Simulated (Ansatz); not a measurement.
# BHOSi: the cost of one run

Method: def2-QZVPP, all electrons in the functionals, frozen cores in the correlation of double hybrids and RPA; program: Ansatz 0.2.0, Gaussian basis.

The runs, in order: wB97M-V, B2PLYP, at charge 0, triplet; charge 0, singlet; charge 0, quintet; charge 1, doublet; charge 1, quartet.

2 further runs of the same task are left out: 2 set aside as unsound or not needed.

## (1) What is computed

The geometry is a PBE0/def2-TZVP stationary point (not a proven minimum).

4 atoms, charge 0, spin multiplicity 3.

Atoms are counted from 1 here; the program's logs count them from 0.

Bond lengths: B1–O2 1.301 Å, B1–H4 1.196 Å, O2–Si3 1.661 Å. Angles: O2–B1–H4 128.4°, B1–O2–Si3 176.8°.

As a file:

```xyz
4
charge 0, multiplicity 3
B     0.00001   -0.28962    0.85666
O    -0.00002   -0.17163   -0.43923
Si    0.00000   -0.11484   -2.09956
H     0.00000    0.57609    1.68213
```

No dispersion term is added; wB97M-V holds VV10 nonlocal correlation.

The geometry shown and the zero of energy belong to the point charge 0, triplet. The yardstick, UCCSD(T), and other wave-function levels (R restricted, U unrestricted, valence and pair active spaces) come from earlier runs.

## (2) wB97M-V, charge 0, triplet

File in.yaml:

```yaml
crystal:
  periodic: [false, false, false]
  atoms:
    - {symbol: B, position_ang: [0.000012, -0.289616, 0.856663]}
    - {symbol: O, position_ang: [-0.000018, -0.171632, -0.439229]}
    - {symbol: Si, position_ang: [0.000003, -0.114843, -2.099559]}
    - {symbol: H, position_ang: [0.000004, 0.576091, 1.682126]}
basis:
  gaussian: {orbitals: "def2-QZVPP.json"}
magnetization: {spin_polarized: true, initial_magnetization: 2}
hamiltonian: {xc: {name: wB97M-V}}
output: {orbitals: {seedname: orbitals}}
```

Run with:

```
$ ansatz run in.yaml --threads 1 --pin off --events-out ev --progress --plain --max-ram 2393MiB
```

What time and memory should one allow on 1 thread of Arm Neoverse V1, shared host?

About 59 s, with a peak of 0.73 GiB.
